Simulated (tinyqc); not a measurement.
Inside a calculation (part 1 of 2). Method: RHF in the sto-3g basis, for CH3-, spin multiplicity 1. The basis has no diffuse functions, so it cannot describe the extra electron: this is an exercise in the method, not the real anion. Computed by tinyqc, a small Python program that keeps every step (integrals from PySCF). Settings: charge = -1, multiplicity = 1, basis = sto-3g, energy threshold = 1e-09, iteration cap = 64, orthogonalisation = symmetric, start = Wolfsberg-Helmholz matrix, DIIS depth = 0, method = RHF. Command: `OMP_NUM_THREADS=1 python tinyqc.py 26992 26993 out.jsonl` (the two numbers bound the seeds that draw the settings). One thread of a shared host (Intel(R) Xeon(R) Processor @ 2.60GHz), about 0.06 s of CPU time with the checks. Later iterations appear only in the table of the cycle.

## One-electron integrals

Geometry (angstrom):

| atom | x | y | z |
|---|---|---|---|
| C | 0.0000 | 0.0000 | 0.0530 |
| H | 1.1100 | 0.0000 | 0.0000 |
| H | -0.5550 | 0.9610 | 0.0000 |
| H | -0.5550 | -0.9610 | 0.0000 |

Basis sto-3g: exponents (1/bohr^2) and contraction coefficients of normalised primitives:

| element | l (shell) | exponent | coefficient |
|---|---|---|---|
| C | s (1) | 71.6168 | 0.1543 |
| C | s (1) | 13.0451 | 0.5353 |
| C | s (1) | 3.5305 | 0.4446 |
| C | s (2) | 2.9412 | -0.1000 |
| C | s (2) | 0.6835 | 0.3995 |
| C | s (2) | 0.2223 | 0.7001 |
| C | p (3) | 2.9412 | 0.1559 |
| C | p (3) | 0.6835 | 0.6077 |
| C | p (3) | 0.2223 | 0.3920 |
| H | s (1) | 3.4253 | 0.1543 |
| H | s (1) | 0.6239 | 0.5353 |
| H | s (1) | 0.1689 | 0.4446 |

Overlap, kinetic and nuclear-attraction integrals over the contracted functions; the nuclear repulsion is the sum of Za Zb / Rab.

nuclear repulsion = 9.398624 hartree

overlap S, lower triangle:
```
         1C 1s   1C 2s   1C 2px   1C 2py   1C 2pz   2H 1s   3H 1s   4H 1s
1C 1s   1.0000
1C 2s   0.2484  1.0000
1C 2px  0.0000  0.0000   1.0000
1C 2py  0.0000  0.0000   0.0000   1.0000
1C 2pz  0.0000  0.0000   0.0000   0.0000   1.0000
2H 1s   0.0593  0.4786   0.4594   0.0000  -0.0219  1.0000
3H 1s   0.0593  0.4787  -0.2298   0.3979  -0.0219  0.1352  1.0000
4H 1s   0.0593  0.4787  -0.2298  -0.3979  -0.0219  0.1352  0.1353  1.0000
```

kinetic energy T (hartree), lower triangle:
```
          1C 1s   1C 2s   1C 2px   1C 2py   1C 2pz    2H 1s    3H 1s   4H 1s
1C 1s   15.8911
1C 2s   -0.0859  0.4722
1C 2px   0.0000  0.0000   1.4777
1C 2py   0.0000  0.0000   0.0000   1.4777
1C 2pz   0.0000  0.0000   0.0000   0.0000   1.4777
2H 1s   -0.0112  0.1001   0.2480   0.0000  -0.0118   0.7600
3H 1s   -0.0112  0.1001  -0.1241   0.2149  -0.0118  -0.0090   0.7600
4H 1s   -0.0112  0.1001  -0.1241  -0.2149  -0.0118  -0.0090  -0.0090  0.7600
```

nuclear attraction V (hartree), lower triangle:
```
           1C 1s    1C 2s   1C 2px   1C 2py   1C 2pz    2H 1s    3H 1s    4H 1s
1C 1s   -35.0815
1C 2s    -4.5471  -6.5820
1C 2px    0.0000   0.0001  -6.6010
1C 2py    0.0000   0.0000   0.0000  -6.6010
1C 2pz    0.0023   0.0241   0.0000   0.0000  -6.4183
2H 1s    -1.1038  -2.6621  -2.3661   0.0000   0.1186  -4.5773
3H 1s    -1.1045  -2.6632   1.1837  -2.0496   0.1187  -0.6904  -4.5780
4H 1s    -1.1045  -2.6632   1.1837   2.0496   0.1187  -0.6904  -0.6908  -4.5780
```

core Hamiltonian H = T + V (hartree), lower triangle:
```
           1C 1s    1C 2s   1C 2px   1C 2py   1C 2pz    2H 1s    3H 1s    4H 1s
1C 1s   -19.1904
1C 2s    -4.6330  -6.1098
1C 2px    0.0000   0.0001  -5.1233
1C 2py    0.0000   0.0000   0.0000  -5.1233
1C 2pz    0.0023   0.0241   0.0000   0.0000  -4.9406
2H 1s    -1.1150  -2.5621  -2.1182   0.0000   0.1068  -3.8173
3H 1s    -1.1157  -2.5630   1.0596  -1.8347   0.1068  -0.6993  -3.8179
4H 1s    -1.1157  -2.5630   1.0596   1.8347   0.1068  -0.6993  -0.6998  -3.8179
```

## Two-electron integrals

Functions are numbered as in S; the eight-fold symmetry (ij|kl) = (ji|kl) = (kl|ij) leaves the list below.

Two-electron integrals (ij|kl) in chemists' order, unique and non-zero (hartree):
```
(11|11) 3.5419      (21|11) 0.5769      (21|21) 0.1119      (22|11) 0.8547
(22|21) 0.2053      (22|22) 0.6247      (31|31) 0.0203      (32|31) 0.0309
(32|32) 0.1380      (33|11) 0.8524      (33|21) 0.2053      (33|22) 0.6246
(33|33) 0.6728      (41|41) 0.0203      (42|41) 0.0309      (42|42) 0.1380
(43|43) 0.0363      (44|11) 0.8524      (44|21) 0.2053      (44|22) 0.6246
(44|33) 0.6003      (44|44) 0.6728      (51|51) 0.0203      (52|51) 0.0309
(52|52) 0.1380      (53|53) 0.0363      (54|54) 0.0363      (55|11) 0.8524
(55|21) 0.2053      (55|22) 0.6246      (55|33) 0.6003      (55|44) 0.6003
(55|55) 0.6728      (61|11) 0.1387      (61|21) 0.0267      (61|22) 0.0489
(61|31) 0.0016      (61|32) 0.0030      (61|33) 0.0493      (61|44) 0.0487
(61|51) -7.84e-05   (61|52) -1.45e-04   (61|53) -2.48e-05   (61|55) 0.0487
(61|61) 0.0065      (62|11) 0.3217      (62|21) 0.0783      (62|22) 0.2607
(62|31) 0.0074      (62|32) 0.0505      (62|33) 0.2727      (62|44) 0.2546
(62|51) -3.55e-04   (62|52) -0.0024     (62|53) -0.0009     (62|55) 0.2546
(62|61) 0.0195      (62|62) 0.1407      (63|11) 0.2696      (63|21) 0.0664
(63|22) 0.2347      (63|31) 0.0136      (63|32) 0.0846      (63|33) 0.2582
(63|44) 0.2228      (63|51) -2.64e-04   (63|52) -0.0020     (63|53) -0.0012
(63|55) 0.2229      (63|61) 0.0173      (63|62) 0.1506      (63|63) 0.1759
(64|41) 0.0081      (64|42) 0.0423      (64|43) 0.0100      (64|54) -4.77e-04
(64|64) 0.0177      (65|11) -0.0129     (65|21) -0.0032     (65|22) -0.0112
(65|31) -2.64e-04   (65|32) -0.0020     (65|33) -0.0114     (65|44) -0.0106
(65|51) 0.0081      (65|52) 0.0423      (65|53) 0.0100      (65|55) -0.0116
(65|61) -0.0008     (65|62) -0.0072     (65|63) -0.0076     (65|65) 0.0180
(66|11) 0.4661      (66|21) 0.1153      (66|22) 0.4356      (66|31) 0.0141
(66|32) 0.1276      (66|33) 0.4814      (66|44) 0.4124      (66|51) -0.0007
(66|52) -0.0061     (66|53) -0.0033     (66|55) 0.4125      (66|61) 0.0292
(66|62) 0.2936      (66|63) 0.3475      (66|65) -0.0166     (66|66) 0.7746
(71|11) 0.1388      (71|21) 0.0267      (71|22) 0.0489      (71|31) -0.0008
(71|32) -0.0015     (71|33) 0.0489      (71|41) 0.0014      (71|42) 0.0026
(71|43) -2.25e-04   (71|44) 0.0492      (71|51) -7.84e-05   (71|52) -1.45e-04
(71|53) 1.24e-05    (71|54) -2.15e-05   (71|55) 0.0488      (71|61) 0.0063
(71|62) 0.0183      (71|63) 0.0151      (71|64) 0.0007      (71|65) -0.0008
(71|66) 0.0268      (71|71) 0.0065      (72|11) 0.3218      (72|21) 0.0783
(72|22) 0.2608      (72|31) -0.0037     (72|32) -0.0253     (72|33) 0.2592
(72|41) 0.0064      (72|42) 0.0438      (72|43) -0.0079     (72|44) 0.2683
(72|51) -3.56e-04   (72|52) -0.0024     (72|53) 4.34e-04    (72|54) -0.0008
(72|55) 0.2547      (72|61) 0.0183      (72|62) 0.1013      (72|63) 0.0847
(72|64) 0.0120      (72|65) -0.0050     (72|66) 0.1656      (72|71) 0.0195
(72|72) 0.1408      (73|11) -0.1349     (73|21) -0.0332     (73|22) -0.1174
(73|31) 0.0095      (73|32) 0.0529      (73|33) -0.1234     (73|41) -0.0024
(73|42) -0.0184     (73|43) 0.0120      (73|44) -0.1172     (73|51) 1.32e-04
(73|52) 0.0010      (73|53) -0.0007     (73|54) 3.18e-04    (73|55) -0.1115
(73|61) -0.0070     (73|62) -0.0320     (73|63) -0.0158     (73|64) -0.0028
(73|65) 0.0016      (73|66) -0.0420     (73|71) -0.0087     (73|72) -0.0754
(73|73) 0.0573      (74|11) 0.2335      (74|21) 0.0575      (74|22) 0.2033
(74|31) -0.0024     (74|32) -0.0184     (74|33) 0.1963      (74|41) 0.0122
(74|42) 0.0740      (74|43) -0.0108     (74|44) 0.2203      (74|51) -2.29e-04
(74|52) -0.0018     (74|53) 3.18e-04    (74|54) -0.0010     (74|55) 0.1930
(74|61) 0.0134      (74|62) 0.0793      (74|63) 0.0658      (74|64) 0.0206
(74|65) -0.0039     (74|66) 0.1299      (74|71) 0.0150      (74|72) 0.1305
(74|73) -0.0686     (74|74) 0.1364      (75|11) -0.0129     (75|21) -0.0032
(75|22) -0.0112     (75|31) 1.32e-04    (75|32) 0.0010      (75|33) -0.0108
(75|41) -2.29e-04   (75|42) -0.0018     (75|43) 3.18e-04    (75|44) -0.0112
(75|51) 0.0081      (75|52) 0.0424      (75|53) -0.0050     (75|54) 0.0087
(75|55) -0.0116     (75|61) -0.0008     (75|62) -0.0050     (75|63) -0.0041
(75|64) -0.0006     (75|65) 0.0121      (75|66) -0.0087     (75|71) -0.0008
(75|72) -0.0072     (75|73) 0.0038      (75|74) -0.0065     (75|75) 0.0180
(76|11) 0.0822      (76|21) 0.0200      (76|22) 0.0689      (76|31) 0.0008
(76|32) 0.0057      (76|33) 0.0695      (76|41) 0.0014      (76|42) 0.0099
(76|43) 3.77e-04    (76|44) 0.0699      (76|51) -1.52e-04   (76|52) -0.0011
(76|53) -1.45e-04   (76|54) -2.52e-04   (76|55) 0.0671      (76|61) 0.0049
(76|62) 0.0332      (76|63) 0.0329      (76|64) 0.0036      (76|65) -0.0019
(76|66) 0.0646      (76|71) 0.0049      (76|72) 0.0333      (76|73) -0.0134
(76|74) 0.0303      (76|75) -0.0019     (76|76) 0.0096      (77|11) 0.4662
(77|21) 0.1153      (77|22) 0.4357      (77|31) -0.0071     (77|32) -0.0638
(77|33) 0.4297      (77|41) 0.0123      (77|42) 0.1105      (77|43) -0.0299
(77|44) 0.4642      (77|51) -0.0007     (77|52) -0.0061     (77|53) 0.0016
(77|54) -0.0029     (77|55) 0.4126      (77|61) 0.0267      (77|62) 0.1656
(77|63) 0.1335      (77|64) 0.0286      (77|65) -0.0087     (77|66) 0.2740
(77|71) 0.0292      (77|72) 0.2937      (77|73) -0.1738     (77|74) 0.3010
(77|75) -0.0166     (77|76) 0.0646      (77|77) 0.7746      (81|11) 0.1388
(81|21) 0.0267      (81|22) 0.0489      (81|31) -0.0008     (81|32) -0.0015
(81|33) 0.0489      (81|41) -0.0014     (81|42) -0.0026     (81|43) 2.25e-04
(81|44) 0.0492      (81|51) -7.84e-05   (81|52) -1.45e-04   (81|53) 1.24e-05
(81|54) 2.15e-05    (81|55) 0.0488      (81|61) 0.0063      (81|62) 0.0183
(81|63) 0.0151      (81|64) -0.0007     (81|65) -0.0008     (81|66) 0.0268
(81|71) 0.0063      (81|72) 0.0183      (81|73) -0.0081     (81|74) 0.0128
(81|75) -0.0008     (81|76) 0.0046      (81|77) 0.0268      (81|81) 0.0065
(82|11) 0.3218      (82|21) 0.0783      (82|22) 0.2608      (82|31) -0.0037
(82|32) -0.0253     (82|33) 0.2592      (82|41) -0.0064     (82|42) -0.0438
(82|43) 0.0079      (82|44) 0.2683      (82|51) -3.56e-04   (82|52) -0.0024
(82|53) 4.34e-04    (82|54) 0.0008      (82|55) 0.2547      (82|61) 0.0183
(82|62) 0.1013      (82|63) 0.0847      (82|64) -0.0120     (82|65) -0.0050
(82|66) 0.1656      (82|71) 0.0183      (82|72) 0.1014      (82|73) -0.0527
(82|74) 0.0673      (82|75) -0.0050     (82|76) 0.0255      (82|77) 0.1656
(82|81) 0.0195      (82|82) 0.1408      (83|11) -0.1349     (83|21) -0.0332
(83|22) -0.1174     (83|31) 0.0095      (83|32) 0.0529      (83|33) -0.1234
(83|41) 0.0024      (83|42) 0.0184      (83|43) -0.0120     (83|44) -0.1172
(83|51) 1.32e-04    (83|52) 0.0010      (83|53) -0.0007     (83|54) -3.18e-04
(83|55) -0.1115     (83|61) -0.0070     (83|62) -0.0320     (83|63) -0.0158
(83|64) 0.0028      (83|65) 0.0016      (83|66) -0.0420     (83|71) -0.0081
(83|72) -0.0527     (83|73) 0.0388      (83|74) -0.0343     (83|75) 0.0026
(83|76) -0.0101     (83|77) -0.0916     (83|81) -0.0087     (83|82) -0.0754
(83|83) 0.0573      (84|11) -0.2335     (84|21) -0.0575     (84|22) -0.2033
(84|31) 0.0024      (84|32) 0.0184      (84|33) -0.1963     (84|41) 0.0122
(84|42) 0.0740      (84|43) -0.0108     (84|44) -0.2203     (84|51) 2.29e-04
(84|52) 0.0018      (84|53) -3.18e-04   (84|54) -0.0010     (84|55) -0.1930
(84|61) -0.0134     (84|62) -0.0793     (84|63) -0.0658     (84|64) 0.0206
(84|65) 0.0039      (84|66) -0.1299     (84|71) -0.0128     (84|72) -0.0673
(84|73) 0.0343      (84|74) -0.0340     (84|75) 0.0033      (84|76) -0.0176
(84|77) -0.1013     (84|81) -0.0150     (84|82) -0.1305     (84|83) 0.0686
(84|84) 0.1364      (85|11) -0.0129     (85|21) -0.0032     (85|22) -0.0112
(85|31) 1.32e-04    (85|32) 0.0010      (85|33) -0.0108     (85|41) 2.29e-04
(85|42) 0.0018      (85|43) -3.18e-04   (85|44) -0.0112     (85|51) 0.0081
(85|52) 0.0424      (85|53) -0.0050     (85|54) -0.0087     (85|55) -0.0116
(85|61) -0.0008     (85|62) -0.0050     (85|63) -0.0041     (85|64) 0.0006
(85|65) 0.0121      (85|66) -0.0087     (85|71) -0.0008     (85|72) -0.0050
(85|73) 0.0026      (85|74) -0.0033     (85|75) 0.0121      (85|76) -0.0014
(85|77) -0.0087     (85|81) -0.0008     (85|82) -0.0072     (85|83) 0.0038
(85|84) 0.0065      (85|85) 0.0180      (86|11) 0.0822      (86|21) 0.0200
(86|22) 0.0689      (86|31) 0.0008      (86|32) 0.0057      (86|33) 0.0695
(86|41) -0.0014     (86|42) -0.0099     (86|43) -3.77e-04   (86|44) 0.0699
(86|51) -1.52e-04   (86|52) -0.0011     (86|53) -1.45e-04   (86|54) 2.52e-04
(86|55) 0.0671      (86|61) 0.0049      (86|62) 0.0332      (86|63) 0.0329
(86|64) -0.0036     (86|65) -0.0019     (86|66) 0.0646      (86|71) 0.0046
(86|72) 0.0255      (86|73) -0.0101     (86|74) 0.0176      (86|75) -0.0014
(86|76) 0.0076      (86|77) 0.0410      (86|81) 0.0049      (86|82) 0.0333
(86|83) -0.0134     (86|84) -0.0303     (86|85) -0.0019     (86|86) 0.0096
(87|11) 0.0822      (87|21) 0.0201      (87|22) 0.0689      (87|31) -0.0016
(87|32) -0.0114     (87|33) 0.0702      (87|44) 0.0693      (87|51) -1.52e-04
(87|52) -0.0011     (87|53) 2.91e-04    (87|55) 0.0672      (87|61) 0.0046
(87|62) 0.0255      (87|63) 0.0203      (87|65) -0.0014     (87|66) 0.0411
(87|71) 0.0049      (87|72) 0.0333      (87|73) -0.0196     (87|74) 0.0267
(87|75) -0.0019     (87|76) 0.0076      (87|77) 0.0647      (87|81) 0.0049
(87|82) 0.0333      (87|83) -0.0196     (87|84) -0.0267     (87|85) -0.0019
(87|86) 0.0076      (87|87) 0.0096      (88|11) 0.4662      (88|21) 0.1153
(88|22) 0.4357      (88|31) -0.0071     (88|32) -0.0638     (88|33) 0.4297
(88|41) -0.0123     (88|42) -0.1105     (88|43) 0.0299      (88|44) 0.4642
(88|51) -0.0007     (88|52) -0.0061     (88|53) 0.0016      (88|54) 0.0029
(88|55) 0.4126      (88|61) 0.0267      (88|62) 0.1656      (88|63) 0.1335
(88|64) -0.0286     (88|65) -0.0087     (88|66) 0.2740      (88|71) 0.0268
(88|72) 0.1656      (88|73) -0.0916     (88|74) 0.1013      (88|75) -0.0087
(88|76) 0.0410      (88|77) 0.2741      (88|81) 0.0292      (88|82) 0.2937
(88|83) -0.1738     (88|84) -0.3010     (88|85) -0.0166     (88|86) 0.0646
(88|87) 0.0647      (88|88) 0.7746
```

## Orthogonalisation

S = U s U^T; symmetric (Loewdin) form X = U s^(-1/2) U^T, so that X^T S X = 1.

eigenvalues of S: 0.2727  0.3656  0.3657  0.9627  1.0032  1.4991  1.4991  2.0320

X, lower triangle:
```
          1C 1s    1C 2s   1C 2px   1C 2py  1C 2pz    2H 1s    3H 1s   4H 1s
1C 1s    1.0284
1C 2s   -0.1658   1.4125
1C 2px   0.0000  -0.0001   1.1853
1C 2py   0.0000   0.0000   0.0000   1.1853
1C 2pz   0.0016  -0.0174   0.0000   0.0000  1.0008
2H 1s    0.0254  -0.3310  -0.3392   0.0000  0.0149   1.2541
3H 1s    0.0254  -0.3312   0.1697  -0.2938  0.0149  -0.0309   1.2543
4H 1s    0.0254  -0.3312   0.1697   0.2938  0.0149  -0.0309  -0.0309  1.2543
```

## Starting guess

The start is the generalised Wolfsberg-Helmholz matrix (K = 1.75) built on H; D = 2 C_occ C_occ^T.

D at the start, lower triangle:
```
          1C 1s   1C 2s   1C 2px   1C 2py   1C 2pz   2H 1s   3H 1s   4H 1s
1C 1s    2.0408
1C 2s   -0.1328  0.7324
1C 2px   0.0000  0.0002   1.0547
1C 2py   0.0000  0.0000   0.0000   1.0546
1C 2pz  -0.0160  0.0535   0.0000   0.0000   1.9980
2H 1s   -0.1495  0.2996   0.4802   0.0000  -0.0089  0.3461
3H 1s   -0.1496  0.2996  -0.2401   0.4159  -0.0089  0.0183  0.3462
4H 1s   -0.1496  0.2996  -0.2401  -0.4159  -0.0089  0.0183  0.0183  0.3462
```

## Iteration 1: building the Fock matrix

J_ij = sum D_kl (ij|kl), K_ij = sum D_kl (ik|jl); F = H + J - 0.5 K; E = tr D H + tr D J / 2 - 0.25 tr D K + E_nn.

Coulomb J (hartree), lower triangle:
```
          1C 1s    1C 2s   1C 2px   1C 2py   1C 2pz   2H 1s   3H 1s   4H 1s
1C 1s   12.9270
1C 2s    2.5717   6.2743
1C 2px   0.0000   0.0000   6.2801
1C 2py   0.0000   0.0000   0.0000   6.2801
1C 2pz   0.0002  -0.0050   0.0000   0.0000   6.2458
2H 1s    0.6153   2.6074   2.3438   0.0000  -0.1133  4.4104
3H 1s    0.6157   2.6084  -1.1725   2.0302  -0.1133  0.6875  4.4111
4H 1s    0.6157   2.6084  -1.1725  -2.0302  -0.1133  0.6875  0.6880  4.4111
```

exchange K (hartree), lower triangle:
```
          1C 1s   1C 2s   1C 2px   1C 2py   1C 2pz   2H 1s   3H 1s   4H 1s
1C 1s    7.1764
1C 2s    1.3215  1.8998
1C 2px   0.0000  0.0000   1.5461
1C 2py   0.0000  0.0000   0.0000   1.5461
1C 2pz  -0.0014  0.0062   0.0000   0.0000   1.6735
2H 1s    0.3234  0.9309   0.8047   0.0000  -0.0356  1.1429
3H 1s    0.3236  0.9312  -0.4025   0.6969  -0.0356  0.2707  1.1432
4H 1s    0.3236  0.9312  -0.4025  -0.6969  -0.0356  0.2707  0.2709  1.1432
```

Fock matrix F (hartree), lower triangle:
```
          1C 1s    1C 2s   1C 2px   1C 2py  1C 2pz    2H 1s    3H 1s   4H 1s
1C 1s   -9.8516
1C 2s   -2.7220  -0.7853
1C 2px   0.0000   0.0001   0.3838
1C 2py   0.0000   0.0000   0.0000   0.3838
1C 2pz   0.0032   0.0160   0.0000   0.0000  0.4685
2H 1s   -0.6614  -0.4201  -0.1767   0.0000  0.0113   0.0216
3H 1s   -0.6618  -0.4202   0.0884  -0.1530  0.0113  -0.1472   0.0215
4H 1s   -0.6618  -0.4202   0.0884   0.1530  0.0113  -0.1472  -0.1473  0.0215
```

total energy of this density = -38.459659 hartree

## Iteration 1: diagonalisation and new density

Diagonalise F' = X^T F X, C = X C', fill 5 alpha and 5 beta electrons from the bottom; D = 2 C_occ C_occ^T. Each column has its largest component positive (the first on a tie).

F' = X^T F X (hartree), lower triangle:
```
         1        2        3        4       5        6        7       8
1  -9.6057
2  -1.5887   0.3084
3   0.0000  -0.0001   0.7814
4   0.0000   0.0000   0.0000   0.7814
5   0.0058  -0.0132   0.0000   0.0000  0.4699
6  -0.0895  -0.4290  -0.5274   0.0000  0.0210   0.5000
7  -0.0896  -0.4292   0.2638  -0.4568  0.0210  -0.0760   0.5001
8  -0.0896  -0.4292   0.2638   0.4568  0.0210  -0.0760  -0.0760  0.5001
```

orbital energies (hartree): MO1 -9.8611, MO2 -0.2617, MO3 0.0246, MO4 0.0246, MO5 0.4687, MO6 1.1748, MO7 1.3328, MO8 1.3329

coefficients C:
```
            MO1      MO2      MO3      MO4      MO5      MO6      MO7      MO8
1C 1s    0.9907  -0.1990   0.0000   0.0000  -0.0154  -0.2564   0.0003   0.0000
1C 2s    0.0418   0.4969   0.0001   0.0000   0.0656   1.4487  -0.0021   0.0000
1C 2px   0.0000  -0.0001   0.4535   0.0000   0.0000   0.0014   1.1712   0.0000
1C 2py   0.0000   0.0000   0.0000   0.4535   0.0000   0.0000   0.0000   1.1713
1C 2pz  -0.0009  -0.0169   0.0000   0.0000   0.9980  -0.0788   0.0001   0.0000
2H 1s   -0.0084   0.3031   0.5779   0.0000  -0.0117  -0.7028  -0.9382   0.0000
3H 1s   -0.0085   0.3032  -0.2889   0.5004  -0.0117  -0.7011   0.4706  -0.8135
4H 1s   -0.0085   0.3032  -0.2889  -0.5004  -0.0117  -0.7011   0.4706   0.8135
```

D after iteration 1, lower triangle:
```
          1C 1s   1C 2s   1C 2px   1C 2py   1C 2pz    2H 1s    3H 1s   4H 1s
1C 1s    2.0425
1C 2s   -0.1170  0.5060
1C 2px   0.0000  0.0000   0.4114
1C 2py   0.0000  0.0000   0.0000   0.4114
1C 2pz  -0.0257  0.1141   0.0000   0.0000   1.9926
2H 1s   -0.1370  0.2991   0.5241   0.0000  -0.0336   0.8521
3H 1s   -0.1370  0.2991  -0.2620   0.4539  -0.0336  -0.1496   0.8520
4H 1s   -0.1370  0.2991  -0.2620  -0.4539  -0.0336  -0.1496  -0.1497  0.8520
```

## Iteration 2: building the Fock matrix

As before.

Coulomb J (hartree), lower triangle:
```
          1C 1s    1C 2s   1C 2px   1C 2py   1C 2pz   2H 1s   3H 1s   4H 1s
1C 1s   12.3635
1C 2s    2.4390   5.9921
1C 2px   0.0000  -0.0001   6.0004
1C 2py   0.0000   0.0000   0.0000   6.0004
1C 2pz   0.0014  -0.0038   0.0000   0.0000   5.9582
2H 1s    0.5837   2.5258   2.2929   0.0000  -0.1107  4.4073
3H 1s    0.5840   2.5267  -1.1470   1.9860  -0.1107  0.6684  4.4079
4H 1s    0.5840   2.5267  -1.1470  -1.9860  -0.1107  0.6684  0.6689  4.4079
```

exchange K (hartree), lower triangle:
```
          1C 1s    1C 2s   1C 2px   1C 2py   1C 2pz   2H 1s   3H 1s   4H 1s
1C 1s    7.1632
1C 2s    1.2769   1.7170
1C 2px   0.0000  -0.0001   1.2401
1C 2py   0.0000   0.0000   0.0000   1.2402
1C 2pz  -0.0008   0.0218   0.0000   0.0000   1.6130
2H 1s    0.3138   0.9109   0.8161   0.0000  -0.0376  1.3716
3H 1s    0.3140   0.9111  -0.4082   0.7068  -0.0376  0.2496  1.3718
4H 1s    0.3140   0.9111  -0.4082  -0.7068  -0.0376  0.2496  0.2497  1.3718
```

Fock matrix F (hartree), lower triangle:
```
           1C 1s    1C 2s   1C 2px   1C 2py  1C 2pz    2H 1s    3H 1s    4H 1s
1C 1s   -10.4086
1C 2s    -2.8324  -0.9762
1C 2px    0.0000   0.0001   0.2571
1C 2py    0.0000   0.0000   0.0000   0.2570
1C 2pz    0.0041   0.0094   0.0000   0.0000  0.2112
2H 1s    -0.6882  -0.4918  -0.2334   0.0000  0.0149  -0.0958
3H 1s    -0.6886  -0.4919   0.1167  -0.2021  0.0149  -0.1557  -0.0960
4H 1s    -0.6886  -0.4919   0.1167   0.2021  0.0149  -0.1557  -0.1558  -0.0960
```

total energy of this density = -38.786334 hartree
